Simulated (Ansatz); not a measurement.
# BNH₄ (triplet): from Hartree-Fock to the top rungs at distance B1–H4 along a hydrogen transfer = 1.429 Å, cc-pVDZ

How much of the correlation energy of BNH₄ (triplet) does each wave-function method recover here?

Program: Ansatz 0.2.0, Gaussian basis. Level of theory: cc-pVDZ, correlated electrons: outside noble gas. These are calculated values, not measurements.

The runs, in order: UHF; CCSD(T) on ROHF; CCSD(T) on UHF; BCCD(T) on ROHF; CISD; CCSDT(Q) on ROHF; CCSDT(Q) on UHF; CASSCF and MRCISD+Q, 4 electrons in 4 orbitals; CASSCF and NEVPT2, 4 electrons in 4 orbitals.

**1. The system**

The geometry derives from fragments relaxed apart (PBE0/def2-TZVP) and kept rigid, so it is no stationary point. A hydrogen atom is moved between rigid fragments.

6 atoms, charge 0, spin multiplicity 3.

Atoms are counted from 1 here; the program's logs count them from 0.

Bond lengths: B1–H2 1.193 Å, B1–H3 1.193 Å, B1–H4 1.429 Å, H4–N5 1.079 Å, N5–H6 1.040 Å. Angles: H2–B1–H3 120.0°, H2–B1–H4 120.0°, H3–B1–H4 120.0°, B1–H4–N5 180.0°, H4–N5–H6 105.0°.

Coordinates:

```xyz
6
charge 0, multiplicity 3
B    -1.3229    0.0351    0.0000
H    -1.9196    1.0687    0.0000
H    -1.9196   -0.9985    0.0000
H     0.1061    0.0351    0.0000
N     1.1851    0.0351    0.0000
H     1.4542   -0.9691    0.0000
```

In the tables R marks a restricted open-shell determinant and U an unrestricted one; 'pair' is the active space of 4 electrons in 4 orbitals; correlation energies count from the lowest restricted Hartree-Fock solution.

**2. UHF**

File in.yaml:

```yaml
crystal:
  periodic: [false, false, false]
  atoms:
    - {symbol: B, position_ang: [-1.322913, 0.035086, 0.000000]}
    - {symbol: H, position_ang: [-1.919647, 1.068657, 0.000000]}
    - {symbol: H, position_ang: [-1.919647, -0.998486, 0.000000]}
    - {symbol: H, position_ang: [0.106087, 0.035086, 0.000000]}
    - {symbol: N, position_ang: [1.185087, 0.035086, 0.000000]}
    - {symbol: H, position_ang: [1.454168, -0.969141, 0.000000]}
basis:
  gaussian: {orbitals: cc-pVDZ}
magnetization: {spin_polarized: true, initial_magnetization: 2}
hamiltonian: {xc: hf}
output: {orbitals: {seedname: orbitals}}
```

On the command line:

```bash
ansatz run in.yaml --threads 1 --pin off --events-out ev --progress --plain --max-ram 2393MiB
```

Further steps of the session: CCSD(T) on ROHF; CCSD(T) on UHF; BCCD(T) on ROHF; CISD; CCSDT(Q) on ROHF; CCSDT(Q) on UHF; CASSCF and MRCISD+Q, 4 electrons in 4 orbitals; CASSCF and NEVPT2, 4 electrons in 4 orbitals.

Q: Predict the results of all the runs planned. Wanted: correlation energy, UCCSDT(Q); RMP2 from UCCSDT(Q); UMP2 from UCCSDT(Q); RCCSD from UCCSDT(Q); RCCSD(T) from UCCSDT(Q); UCCSD(T) from UCCSDT(Q); RCCSDT(Q) from UCCSDT(Q); T1 diagnostic.

As calculated:

```
                                      quantity                                                   value
                 correlation energy, UCCSDT(Q)                                              -7.6298 eV
                           RMP2 from UCCSDT(Q)                                           +117.9 kJ/mol
                           UMP2 from UCCSDT(Q)                                           +123.1 kJ/mol
                          RCCSD from UCCSDT(Q)                                            +18.0 kJ/mol
                       RCCSD(T) from UCCSDT(Q)                                             +3.3 kJ/mol
                       UCCSD(T) from UCCSDT(Q)                                             +3.3 kJ/mol
                      RCCSDT(Q) from UCCSDT(Q)                                             +0.1 kJ/mol
levels of the table within 1 kcal/mol (43 meV)  RCCSD(T), UCCSD(T), BCCD(T), RCCSDT, UCCSDT, RCCSDT(Q)
                                 T1 diagnostic                                                   0.022
```

In words: RCCSD(T) lands +3.3 kJ/mol from the yardstick (0.5 % of the correlation energy). These misses are within one basis, not against nature; the frozen cores of restricted and unrestricted runs differ, which can shift their rows.
